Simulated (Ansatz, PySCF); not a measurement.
The pair A = CH5N (SMILES CN) (first 7 atoms), B = CH5N (SMILES CN); geometry from S66by8 set.
(charge 0, multiplicity 1):
```xyz
14

N     -1.449     0.219    -0.633
H     -0.621    -0.366    -0.683
H     -2.111    -0.171    -1.291
C     -2.009     0.139     0.714
H     -2.903     0.757     0.776
H     -2.273    -0.868     1.052
H     -1.291     0.547     1.424
N      1.620    -0.712    -0.478
H      1.916    -0.438    -1.405
H      2.244    -1.460    -0.202
C      1.780     0.423     0.436
H      1.510     0.108     1.442
H      2.788     0.845     0.473
H      1.088     1.209     0.144
```

Cores are frozen in the correlated methods. Rows in 6-31G* carry no dispersion term and start afresh at each structure (6-31G* with six Cartesian d functions).

Programs: Ansatz (a program for electronic structure); PySCF for 6-31G* rows. 

Total energies (hartree), monomers frozen at their geometry in the pair:

```json
[
 {"structure": "AB", "HF/6-31G*": "-190.4231275", "HF/aug-cc-pVDZ": "-190.4636343", "MP2/aug-cc-pVDZ": "-191.1544420"},
 {"structure": "A in the pair's basis", "HF/6-31G*": "-95.2100418", "HF/aug-cc-pVDZ": "-95.2308808", "MP2/aug-cc-pVDZ": "-95.5741206"},
 {"structure": "B in the pair's basis", "HF/6-31G*": "-95.2102945", "HF/aug-cc-pVDZ": "-95.2310769", "MP2/aug-cc-pVDZ": "-95.5744676"},
 {"structure": "A", "HF/6-31G*": "-95.2093912", "HF/aug-cc-pVDZ": "-95.2305834", "MP2/aug-cc-pVDZ": "-95.5731364"},
 {"structure": "B", "HF/6-31G*": "-95.2094445", "HF/aug-cc-pVDZ": "-95.2306451", "MP2/aug-cc-pVDZ": "-95.5731429"}
]
```

Task: Work out the interaction energy without and with the counterpoise correction, and the superposition error, for each level.

Result: 
E(AB) − E(A) − E(B), times 627.509 kcal/mol, with the monomers in their own basis and then in the pair's basis:
- HF/6-31G*: -2.69 uncorrected, -1.75 corrected; the monomers gain 0.94 kcal/mol from borrowed functions
- HF/aug-cc-pVDZ: -1.51 uncorrected, -1.05 corrected; the monomers gain 0.46 kcal/mol from borrowed functions
- MP2/aug-cc-pVDZ: -5.12 uncorrected, -3.67 corrected; the monomers gain 1.45 kcal/mol from borrowed functions
